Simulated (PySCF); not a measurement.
**PH₄: one geometry, many levels of theory**

Aim: at the PBE0 minimum of doublet PH₄, found before, compare methods on energies and levels.

Computed with PySCF 2.14.0. Level: several methods, basis P def2-TZVP, H def2-TZVP, no relativity, density fitting.

## Step 1: The system as given

5 atoms, charge 0, spin multiplicity 2.

Bond lengths: P1–H2 1.520 Å, P1–H3 1.520 Å, P1–H4 1.410 Å, P1–H5 1.410 Å. Angles: H2–P1–H3 171.3°, H2–P1–H4 92.8°, H2–P1–H5 92.8°, H3–P1–H4 92.8°, H3–P1–H5 92.8°, H4–P1–H5 99.7°.

```xyz
5
charge 0 multiplicity 2
P     0.0000    0.0000   -0.0457
H     0.0000    1.5156   -0.1607
H     0.0000   -1.5156   -0.1607
H     1.0780    0.0000    0.8631
H    -1.0780    0.0000    0.8631
```

## Step 2: CCSD(T)

One driver script runs all steps and calls PySCF; scf.py shows the equivalent input of each level. Each SCF starts from the density of the minimum. The driver also runs the species with one electron less or more at the same geometry (one less: multiplicity 1, one more: multiplicity 1); their logs are not shown.

scf.py reads:

```python
from pyscf import gto, scf, dft
mol = gto.M(atom='''
P      0.000000    -0.000000    -0.045708
H      0.000000     1.515622    -0.160719
H     -0.000000    -1.515622    -0.160719
H      1.078048    -0.000000     0.863104
H     -1.078048     0.000000     0.863104''',
    basis={'P': 'def2-TZVP', 'H': 'def2-TZVP'},
    charge=0, spin=1)
mf = scf.UHF(mol)
aux = {'P': 'def2-universal-JKFIT', 'H': 'def2-universal-JKFIT'}
mf = mf.density_fit(auxbasis=aux)
mf.conv_tol = 1e-08
mf.diis_space = 10
mf.max_cycle = 60
mf.verbose = 4
mf.kernel()
from pyscf import cc
mycc = cc.CCSD(mf, frozen=5).run()
mycc.ccsd_t()
```

Run with:

```sh
$ OMP_NUM_THREADS=4 python axn.py task.json out
```

What it wrote:

```text
init E= -342.969098566642
[... the frontier-level lines of each cycle are left out ...]
cycle= 1 E= -342.979029196328  delta_E= -0.00993  |g|= 0.0315  |ddm|= 0.105
cycle= 2 E= -342.979922938611  delta_E= -0.000894  |g|= 0.0115  |ddm|= 0.0509
cycle= 3 E= -342.980140389551  delta_E= -0.000217  |g|= 0.00496  |ddm|= 0.0219
cycle= 4 E= -342.980184043394  delta_E= -4.37e-05  |g|= 0.00187  |ddm|= 0.0122
cycle= 5 E= -342.980192276217  delta_E= -8.23e-06  |g|= 0.000741  |ddm|= 0.00479
cycle= 6 E= -342.980193829996  delta_E= -1.55e-06  |g|= 0.000304  |ddm|= 0.00214
cycle= 7 E= -342.980194089811  delta_E= -2.6e-07  |g|= 0.000129  |ddm|= 0.000922
cycle= 8 E= -342.980194142831  delta_E= -5.3e-08  |g|= 3.43e-05  |ddm|= 0.00049
cycle= 9 E= -342.980194146227  delta_E= -3.4e-09  |g|= 6.49e-06  |ddm|= 0.000162
Extra cycle  E= -342.980194146299  delta_E= -7.28e-11  |g|= 3.56e-06  |ddm|= 2.17e-05
converged SCF energy = -342.980194146299  <S^2> = 0.78110197  2S+1 = 2.0308638
CCSD nocc = (np.int64(5), np.int64(4)), nmo = (56, 56)
Init t2, MP2 energy = -0.165809187012795
UCCSD converged
E(UCCSD) = -343.1809159416541  E_corr = -0.2007217953546458
UCCSD(T) correction = -0.0063382263708734
```

This level, with the species of one electron less or more, needed 12 s of wall time on 4 threads of Arm Neoverse V1, shared host.

```
energy                                                              : -343.187254 Eh
one electron less (charge +1)                                       : -342.911614 Eh (singlet, ⟨S²⟩ 0.00)
one electron more (charge -1)                                       : -343.169576 Eh (singlet, ⟨S²⟩ 0.00)
MP2 correlation in its own fitting basis (same spin, opposite spin) : -0.16651 Eh (-0.02748, -0.13904)
CCSD, (T)                                                           : -0.20072, -0.00634 Eh; T1 0.018, D1 0.046
```

## Step 3: HF

Edit scf.py of step 2 so:

```diff
@@ -18,3 +17,0 @@
-from pyscf import cc
-mycc = cc.CCSD(mf, frozen=5).run()
-mycc.ccsd_t()
```

The SCF cycles repeat those of step 2.

This level, with the species of one electron less or more, took under 0.5 s.

| Item | Value |
| --- | --- |
| energy | -342.980194 Eh |
| one electron less (charge +1) | -342.711417 Eh (singlet, ⟨S²⟩ 0.00) |
| one electron more (charge -1) | -342.931842 Eh (singlet, ⟨S²⟩ 0.00) |
| Mulliken charge of P1 | -0.06 e |

## Step 4: PBE0

Edit scf.py of step 3 so:

```diff
@@ -10 +10,2 @@
-mf = scf.UHF(mol)
+mf = dft.UKS(mol, xc='PBE0')
+mf.grids.atom_grid = (75, 302)
```

What it wrote:

```text
init E= -343.535334952751
[... the frontier-level lines of each cycle are left out ...]
cycle= 1 E= -343.535334952753  delta_E= -1.19e-12  |g|= 1.59e-06  |ddm|= 4.49e-06
Extra cycle  E= -343.535334952753  delta_E= -4.55e-13  |g|= 1.09e-06  |ddm|= 2.87e-06
converged SCF energy = -343.535334952753  <S^2> = 0.7591736  2S+1 = 2.0091527
```

This level, with the species of one electron less or more, took 0.8 s.

- energy: -343.535335 Eh
- one electron less (charge +1): -343.250363 Eh (singlet, ⟨S²⟩ 0.00)
- one electron more (charge -1): -343.521833 Eh (singlet, ⟨S²⟩ 0.00)
- Mulliken charge of P1: -0.23 e

## Step 5: PBE

Edit scf.py of step 4 so:

```diff
@@ -10 +10 @@
-mf = dft.UKS(mol, xc='PBE0')
+mf = dft.UKS(mol, xc='PBE')
```

What it wrote:

```text
init E= -343.500642365311
[... the frontier-level lines of each cycle are left out ...]
cycle= 1 E= -343.50194702622  delta_E= -0.0013  |g|= 0.0061  |ddm|= 0.071
cycle= 2 E= -343.501950903526  delta_E= -3.88e-06  |g|= 0.00444  |ddm|= 0.0134
cycle= 3 E= -343.501963534233  delta_E= -1.26e-05  |g|= 0.00204  |ddm|= 0.0082
cycle= 4 E= -343.501965682509  delta_E= -2.15e-06  |g|= 0.000201  |ddm|= 0.00253
cycle= 5 E= -343.501965711229  delta_E= -2.87e-08  |g|= 6.14e-05  |ddm|= 0.000373
cycle= 6 E= -343.501965713701  delta_E= -2.47e-09  |g|= 1.75e-05  |ddm|= 6.98e-05
Extra cycle  E= -343.501965713713  delta_E= -1.24e-11  |g|= 1.88e-05  |ddm|= 5.86e-05
converged SCF energy = -343.501965713713  <S^2> = 0.75532413  2S+1 = 2.0053171
```

This level, with the species of one electron less or more, took 1.6 s.

* energy: -343.501966 Eh
* one electron less (charge +1): -343.219657 Eh (singlet, ⟨S²⟩ 0.00)
* one electron more (charge -1): -343.489571 Eh (singlet, ⟨S²⟩ 0.00)
* Mulliken charge of P1: -0.22 e

## Step 6: B3LYP

Edit scf.py of step 5 so:

```diff
@@ -10 +10 @@
-mf = dft.UKS(mol, xc='PBE')
+mf = dft.UKS(mol, xc='B3LYP')
```

What it wrote:

```text
init E= -343.696181583364
[... the frontier-level lines of each cycle are left out ...]
cycle= 1 E= -343.697243547261  delta_E= -0.00106  |g|= 0.00664  |ddm|= 0.0834
cycle= 2 E= -343.697253226613  delta_E= -9.68e-06  |g|= 0.0061  |ddm|= 0.0168
cycle= 3 E= -343.697275526483  delta_E= -2.23e-05  |g|= 0.000703  |ddm|= 0.00883
cycle= 4 E= -343.697275712586  delta_E= -1.86e-07  |g|= 0.000152  |ddm|= 0.00059
cycle= 5 E= -343.697275743827  delta_E= -3.12e-08  |g|= 3.66e-05  |ddm|= 0.000308
cycle= 6 E= -343.697275745687  delta_E= -1.86e-09  |g|= 1.69e-05  |ddm|= 8.29e-05
Extra cycle  E= -343.697275745899  delta_E= -2.12e-10  |g|= 1.09e-05  |ddm|= 2.95e-05
converged SCF energy = -343.697275745899  <S^2> = 0.7572559  2S+1 = 2.0072428
```

This level, with the species of one electron less or more, needed 1.5 s of wall time on 4 threads of Arm Neoverse V1, shared host.

- energy: -343.697276 Eh
- one electron less (charge +1): -343.410112 Eh (singlet, ⟨S²⟩ 0.00)
- one electron more (charge -1): -343.688060 Eh (singlet, ⟨S²⟩ 0.00)
- Mulliken charge of P1: -0.11 e

## Step 7: r2SCAN

Edit scf.py of step 6 so:

```diff
@@ -10,2 +10,2 @@
-mf = dft.UKS(mol, xc='B3LYP')
-mf.grids.atom_grid = (75, 302)
+mf = dft.UKS(mol, xc='R2SCAN')
+mf.grids.atom_grid = (90, 434)
```

What it wrote:

```text
init E= -343.641057986755
[... the frontier-level lines of each cycle are left out ...]
cycle= 1 E= -343.641611205948  delta_E= -0.000553  |g|= 0.00633  |ddm|= 0.0654
cycle= 2 E= -343.641620128118  delta_E= -8.92e-06  |g|= 0.00481  |ddm|= 0.0143
cycle= 3 E= -343.641635015449  delta_E= -1.49e-05  |g|= 0.0014  |ddm|= 0.00877
cycle= 4 E= -343.641635866619  delta_E= -8.51e-07  |g|= 0.000308  |ddm|= 0.00164
cycle= 5 E= -343.64163595783  delta_E= -9.12e-08  |g|= 0.000153  |ddm|= 0.000749
cycle= 6 E= -343.641635979376  delta_E= -2.15e-08  |g|= 2.23e-05  |ddm|= 0.000225
cycle= 7 E= -343.641635980083  delta_E= -7.07e-10  |g|= 2.45e-06  |ddm|= 6.07e-05
Extra cycle  E= -343.641635980093  delta_E= -9.38e-12  |g|= 9.64e-07  |ddm|= 6.61e-06
converged SCF energy = -343.641635980093  <S^2> = 0.76053984  2S+1 = 2.0105122
```

This level, with the species of one electron less or more, took 4.4 s.

```
energy                        : -343.641636 Eh
one electron less (charge +1) : -343.354621 Eh (singlet, ⟨S²⟩ 0.00)
one electron more (charge -1) : -343.626201 Eh (singlet, ⟨S²⟩ 0.00)
Mulliken charge of P1         : -0.17 e
```

## Step 8: wB97X

Edit scf.py of step 7 so:

```diff
@@ -10,2 +10,2 @@
-mf = dft.UKS(mol, xc='R2SCAN')
-mf.grids.atom_grid = (90, 434)
+mf = dft.UKS(mol, xc='WB97X')
+mf.grids.atom_grid = (75, 302)
```

What it wrote:

```text
init E= -343.659709102049
[... the frontier-level lines of each cycle are left out ...]
cycle= 1 E= -343.660596096705  delta_E= -0.000887  |g|= 0.00755  |ddm|= 0.0895
cycle= 2 E= -343.660685335036  delta_E= -8.92e-05  |g|= 0.00284  |ddm|= 0.0322
cycle= 3 E= -343.660705621373  delta_E= -2.03e-05  |g|= 0.00146  |ddm|= 0.0155
cycle= 4 E= -343.66070909803  delta_E= -3.48e-06  |g|= 0.000583  |ddm|= 0.00572
cycle= 5 E= -343.660710349635  delta_E= -1.25e-06  |g|= 0.000138  |ddm|= 0.00417
cycle= 6 E= -343.660710405747  delta_E= -5.61e-08  |g|= 4.35e-05  |ddm|= 0.000748
cycle= 7 E= -343.660710409306  delta_E= -3.56e-09  |g|= 9.03e-06  |ddm|= 0.000166
Extra cycle  E= -343.66071040947  delta_E= -1.64e-10  |g|= 4.82e-06  |ddm|= 1.86e-05
converged SCF energy = -343.66071040947  <S^2> = 0.75795448  2S+1 = 2.0079387
```

This level, with the species of one electron less or more, took 1.7 s.

- energy: -343.660710 Eh
- one electron less (charge +1): -343.379295 Eh (singlet, ⟨S²⟩ 0.00)
- one electron more (charge -1): -343.650104 Eh (singlet, ⟨S²⟩ 0.00)
- Mulliken charge of P1: -0.14 e

## Step 9: Comparison of the levels

| level | atomisation energy (kJ/mol) | vertical ionisation energy (eV) | vertical electron affinity (eV) | −ε(HOMO) (eV) | gap (eV) | dipole (D) | wall time |
| --- | --- | --- | --- | --- | --- | --- | --- |
| CCSD(T) | 983 | 7.50 | -0.48 | – | – | – | 12 s |
| HF | 712 | 7.31 | -1.32 | 8.13 | 10.23 | 0.37 | under 0.5 s |
| PBE0 | 1040 | 7.75 | -0.37 | 5.22 | 3.51 | 0.45 | 0.8 s |
| PBE | 1051 | 7.68 | -0.34 | 4.12 | 1.40 | 0.44 | 1.6 s |
| B3LYP | 1071 | 7.81 | -0.25 | 5.04 | 2.94 | 0.39 | 1.5 s |
| r2SCAN | 1060 | 7.81 | -0.42 | 4.44 | 2.13 | 0.47 | 4.4 s |
| wB97X | 1055 | 7.66 | -0.29 | 7.34 | 7.51 | 0.45 | 1.7 s |

Times are for 4 threads of Arm Neoverse V1, shared host; PBE0 starts from its own converged density, so its time is not comparable. A dash stands where a species or a free atom was not run at that level, or the quantity is not defined.

Atomisation goes to high-spin atoms in their ground configurations, run at the same level, without zero-point energy.

## Step 10: What came out

| quantity | value |
| --- | --- |
| atomisation energy, CCSD(T) in this basis | 983 kJ/mol |
| vertical ionisation energy, CCSD(T) | 7.50 eV |
| vertical electron affinity | negative in this basis |
| orbital gap, range | 1.40 (PBE) to 10.23 (HF) eV |
| T1, D1 | 0.018, 0.046 |
| T1, D1 of the cation | 0.017, 0.039 |
| T1, D1 of the anion | 0.012, 0.023 |

In words: In atomisation energy the functionals lie from +56 kJ/mol (PBE0) to +88 kJ/mol (B3LYP) against CCSD(T). In a basis of this size CCSD(T) binds too weakly, often by tens of kJ/mol, while functionals are nearer their limits, so this ranks no functional. HF lacks the correlation that pairing electrons in bonds brings, so it binds too weakly, by 272 kJ/mol even against this CCSD(T). For the vertical ionisation energy, wB97X comes nearest to CCSD(T) (+0.16 eV) and B3LYP is farthest (+0.31 eV). wB97X costs 1.7 s against 12 s for CCSD(T), a factor of about 7, and lands within 0.16 eV. The vertical electron affinity comes out negative at CCSD(T), so the value hangs on the basis and the levels are not ranked on it; without diffuse functions even a bound anion can come out this way. The PBE orbital energy is a poor guide to ionisation (4.1 eV, 3.4 eV too small); the difference of PBE energies gives 7.7 eV.
